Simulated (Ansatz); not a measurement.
**triplet PF: levels of theory in one basis**

```xyz
2

P     0.0000    0.0000    0.0000
F     0.0000    0.0000    1.7490
```

Basis set: def2-SVP (spherical functions). Left uncorrelated: 6 orbitals. Correlation on ROHF uses semicanonical orbitals with singles. Charge 0, multiplicity 3.

Computed with Ansatz (development build ahead of 0.2.0); each method stands on the lowest determinant of its kind that the runs found.

| method | E − E(ROHF) (eV) | <S²> of the determinant |
| --- | --- | --- |
| ROHF | 0.00 | – |
| UHF | -0.16 | 2.03 |
| ROHF-MP2 | -7.35 | – |
| UHF-MP2 | -7.32 | 2.03 |
| ROHF-CCSD(T) | -7.95 | – |
| UHF-CCSD(T) | -7.95 | 2.03 |
